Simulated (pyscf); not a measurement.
# Substitution at O: HO–Ga(Cl)–Cl + H atom (H•) → water (H₂O) + [Cl–Ga–Cl]•

Gas phase, doublet surface, charge 0. Bonds broken: O1–Ga2. Bonds formed: O1–H6. Single points on ωB97X-D3(BJ)/def2-SVP structures (PySCF, gas phase).

Transition state (Å):

```xyz
6

O      2.0324     0.6634     0.5208
Ga     0.5521     0.8933    -0.5709
Cl    -0.8678     2.4423    -0.1653
Cl    -0.0003    -0.7641    -1.7840
H      2.3266     1.5031     0.9168
H      2.4081    -0.2192     1.5265
```

One imaginary mode, 1754i cm⁻¹; descent along it reached the two sides named, in the forms told below.

```json
[
 {"bond": "O1–Ga2", "change": "breaks", "reactant side (Å)": "1.770", "saddle": "1.854", "product side": "2.160"},
 {"bond": "O1–H6", "change": "forms", "reactant side (Å)": "2.9", "saddle": "1.390", "product side": "0.972"}
]
```

Electronic energies relative to the separated reactants (kcal/mol):

| level | barrier | reaction energy | reverse barrier |
|---|---|---|---|
| ωB97X-D3(BJ)/def2-TZVP | 14.6 | -17.2 | 31.8 |
| PBE/def2-TZVP | 1.9 | -21.7 | 23.6 |
| r²SCAN/def2-TZVP | 3.7 | -19.6 | 23.3 |
| B3LYP-D3(BJ)/def2-TZVP | 4.4 | -23.5 | 27.8 |
| PBE0-D3(BJ)/def2-TZVP | 7.6 | -19.9 | 27.5 |
| M06-2X/def2-TZVP | 12.1 | -18.3 | 30.4 |
| ωB97M-D3(BJ)/def2-TZVP | 12.0 | -20.6 | 32.6 |
| HF/def2-TZVP | 28.0 | -15.0 | 43.0 |

With ωB97M-D3(BJ)/def2-TZVP energies and thermal terms (ideal gas, 1 atm, RRHO with modes under 100 cm⁻¹ raised to 100, one conformer, R ln 2 for rigid chiral ones), in kcal/mol:

| T (K) | ΔH‡ | ΔG‡ | ΔH | ΔG |
|---|---|---|---|---|
| 298 | 11.9 | 18.3 | -16.2 | -19.2 |
| 600 | 11.4 | 25.0 | -17.6 | -21.7 |
| 900 | 11.1 | 31.9 | -19.1 | -23.4 |
| 1200 | 10.7 | 38.8 | -20.6 | -24.6 |

On the product side the descent ends in an adduct with a Ga–O contact, 17.1 kcal/mol under the separated species and 48.9 kcal/mol under the saddle at ωB97X-D3(BJ)/def2-TZVP. What is counted as broken (Ga–O) persists as a longer contact in the product adduct; parting that adduct is a step of its own. One saddle was located; it need not be the lowest between these sides. The angle at the attacked O is 136°. Elements up to Kr have no core potential and no relativistic terms here.
